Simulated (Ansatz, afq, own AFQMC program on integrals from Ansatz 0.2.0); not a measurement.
## CH3, doublet: AFQMC among the cluster methods

```
atom    x (Å)    y (Å)    z (Å)
   C   0.0000   0.0000   0.0000
   H   1.0799   0.0140  -0.0003
   H  -0.5521   0.9282  -0.0027
   H  -0.5278  -0.9423   0.0031
```

Basis cc-pVDZ. Only valence electrons are correlated. Ansatz 0.2.0 and our own AFQMC program on the same integrals; the CISD trial comes from CCSD amplitudes, and released means the phaseless constraint is let go. Uncertainties: one standard error, sampling alone.

Determinant: UHF, the one that the program's search chose, which needn't be the lowest solution. The geometry is a PBE0/def2-TZVP stationary point of this or a neighbouring charge and spin state.

No full CI on the walks' own integrals is used here; CCSDT(Q) serves as the reference and is uncertain by about the last step of the cluster series.

- T1 diagnostic: 0.0067
- weight of the determinant in the CISD state: 0.941
- ⟨S²⟩ of the determinant: 0.761
- size of the correlated space: 7 electrons in 28 orbitals

Reference: CCSDT(Q), correlation energy -4.152 eV. The released energy is read at 1.50 1/Eh (meV from the phaseless value at times in 1/Eh: 4 ± 6 at 0.24, 0 ± 6 at 0.50, 5 ± 4 at 1.00, 2 ± 5 at 1.50).

```json
{"level": "HF", "E − E(reference) (kcal/mol)": "95.76", "share of correlation (%)": "0.00"}
{"level": "MP2", "E − E(reference) (kcal/mol)": "16.29", "share of correlation (%)": "82.99"}
{"level": "CCSD", "E − E(reference) (kcal/mol)": "1.95", "share of correlation (%)": "97.96"}
{"level": "CCSD(T)", "E − E(reference) (kcal/mol)": "0.33", "share of correlation (%)": "99.66"}
{"level": "CCSDT", "E − E(reference) (kcal/mol)": "0.07", "share of correlation (%)": "99.93"}
{"level": "ph-AFQMC/HF", "E − E(reference) (kcal/mol)": "0.27 ± 0.70", "share of correlation (%)": "99.72"}
{"level": "ph-AFQMC/CISD", "E − E(reference) (kcal/mol)": "-0.16 ± 0.14", "share of correlation (%)": "100.17"}
{"level": "released AFQMC", "E − E(reference) (kcal/mol)": "-0.12 ± 0.11", "share of correlation (%)": "100.13"}
```

A walk keeps the symmetry of its determinant, which the program's search chose and which needn't be the lowest solution, so a lower state of the same spin and another symmetry isn't excluded. Released energies are given only where the last usable release times agree within the noise; a slower fall can still hide under it.
